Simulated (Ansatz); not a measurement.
Geometry optimisation, RKS PBE-D4/def2-SVP (Ansatz).

Input:

```yaml
crystal:
  periodic: [false, false, false]
  atoms:
    - { symbol: Si, position_ang: [-0.443811, -7.0e-06, -0.415335] }
    - { symbol: F, position_ang: [0.142003, 0.00022, 2.337151] }
    - { symbol: H, position_ang: [0.855746, -6.9e-05, 0.297364] }
    - { symbol: H, position_ang: [-0.539657, 1.223988, -1.28377] }
    - { symbol: H, position_ang: [-0.539721, -1.223973, -1.283805] }
    - { symbol: Cl, position_ang: [-2.249334, 4.0e-06, 0.701132] }
    - { symbol: H, position_ang: [-0.696426, -0.000163, 2.743862] }
basis:
  gaussian: { orbitals: def2-SVP }
hamiltonian:
  xc: pbe
  dispersion: d4
relax:
  f_tol: 0.03
  max_steps: 50
output:
  orbitals: {}
```

Command:

```bash
$ ansatz run input.yaml --threads 2 --pin off --max-ram 3072MiB --backend cpu --events-out ev --progress --plain --runs-dir out
```

Where does it end, and by what steps?

It converged. After 9 steps the energy has fallen by 0.264 eV; F2 moved furthest, 0.51 Å.

```json
{"step": "0", "energy less start (eV)": "0.0000", "largest force component (eV/Å)": "0.584", "accepted": "yes"}
{"step": "1", "energy less start (eV)": "-0.1244", "largest force component (eV/Å)": "1.214", "accepted": "yes"}
{"step": "2", "energy less start (eV)": "-0.1354", "largest force component (eV/Å)": "2.725", "accepted": "yes"}
{"step": "3", "energy less start (eV)": "-0.2135", "largest force component (eV/Å)": "1.850", "accepted": "yes"}
{"step": "4", "energy less start (eV)": "-0.2321", "largest force component (eV/Å)": "0.720", "accepted": "yes"}
{"step": "5", "energy less start (eV)": "-0.2459", "largest force component (eV/Å)": "0.925", "accepted": "yes"}
{"step": "6", "energy less start (eV)": "-0.2628", "largest force component (eV/Å)": "0.055", "accepted": "yes"}
{"step": "7", "energy less start (eV)": "-0.2633", "largest force component (eV/Å)": "0.036", "accepted": "yes"}
{"step": "8", "energy less start (eV)": "-0.2635", "largest force component (eV/Å)": "0.048", "accepted": "yes"}
{"step": "9", "energy less start (eV)": "-0.2635", "largest force component (eV/Å)": "0.001", "accepted": "yes"}
```

```xyz
7
Properties=species:S:1:pos:R:3
Si -0.476 0.000 -0.534
F 0.194 0.001 2.840
H 0.753 -0.001 0.314
H -0.569 1.231 -1.384
H -0.570 -1.231 -1.384
Cl -2.131 0.000 0.774
H -0.672 0.000 2.470
```

Time of the run: 10 s on 2 threads of Arm Neoverse V1 (shared host), peak memory 0.14 GiB.
